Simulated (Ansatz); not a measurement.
Input for Ansatz (development build ahead of 0.2.0):

```yaml
crystal:
  periodic: [false, false, false]
  atoms:
    - { symbol: C, position_ang: [0.0, 0.0, 0.60808] }
    - { symbol: C, position_ang: [0.0, 0.0, -0.60808] }
    - { symbol: H, position_ang: [0.0, 0.0, -1.65399] }
    - { symbol: H, position_ang: [0.0, 0.0, 1.65399] }
basis:
  gaussian: { orbitals: cc-pVTZ }
hamiltonian:
  xc: hf
correlation:
  method: mp2
  frozen_orbitals: { C: 1, H: 0 }
output:
  forces: true
```

The input is written out in the form of the current development build from the run's settings.

Results

```
Converged                                                          : yes
Reference energy                                                   : -76.84771 hartree
Correlation energy                                                 : -0.31106 hartree
Total energy                                                       : -77.15877 hartree
Spin squared of the determinant                                    : 0.000
Stability test                                                     : minimum among restricted orbitals
Occupied orbitals by symmetry in an Abelian subgroup (alpha; beta) : 3 Ag 2 B1u 1 B2u 1 B3u; 3 Ag 2 B1u 1 B2u 1 B3u
```

Forces (eV/Å):
```csv
atom,Fx,Fy,Fz
C1,0.000,0.000,-1.157
C2,0.000,0.000,1.157
H3,0.000,0.000,-0.668
H4,0.000,0.000,0.668
```
